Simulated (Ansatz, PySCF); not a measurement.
Reaction (SMILES): CCC + C (CH4) → 2 CC (C2H6) [ethane]

Quantity: bond separation energy (enthalpy at 298 K), in kcal/mol. Set-up: 6-31G* and kin with 6d, 5d where marked; valence correlation only; dispersion terms only where a functional's name holds one; 6-311+G** with 5d; non-relativistic; LANL2DZ all-electron up to Ne; no spin-orbit coupling. Basis-set limits of correlation are two-point, X^-3; Hartree-Fock from the larger set. [CCSD(T)-MP2]/basis is that difference in the basis named. First-principles rows: single points at B3LYP-D3(BJ) geometries (Ansatz, a program for electronic structure), with unscaled harmonic terms from B3LYP/6-31G* (Ansatz) at its own minima.

Measured values: Active Thermochemical Tables 1.112 (ions: stationary electron), as tabulated in the package chemicals; they hold spin-orbit and core effects, anharmonicity. 

Value to compare with, the measured value: 2.7 kcal/mol.

| level | program | bond separation energy (enthalpy at 298 K) (kcal/mol) | error |
|---|---|---|---|
| SVWN5/6-31G* | Ansatz | 2.7 | 0.0 |
| PBE/6-31G* | Ansatz | 1.8 | -0.9 |
| PBE/def2-SVP | Ansatz | 1.8 | -0.9 |
| B3LYP/6-31G* | Ansatz | 1.6 | -1.1 |
| M06-2X/6-311+G** | PySCF | 2.5 | -0.2 |
| MP2/LANL2DZ | Ansatz | 2.8 | 0.1 |
| wB97M-V/def2-TZVPD | Ansatz | 2.5 | -0.2 |
| RI-MP2/CBS(cc-pVTZ,cc-pVQZ)+[CCSD(T)-MP2]/cc-pVTZ | Ansatz | 2.6 | -0.1 |

1 of the 6 habitual levels lie above the measured value; their mean absolute error is 0.5 kcal/mol, the median 0.6.

The levels are drawn from those run, B3LYP/6-31G* more often than the rest, none by its result; left out are runs that failed, that the program found above a lower state of the same kind, or whose <S^2> lies over 0.5 above the pure value.
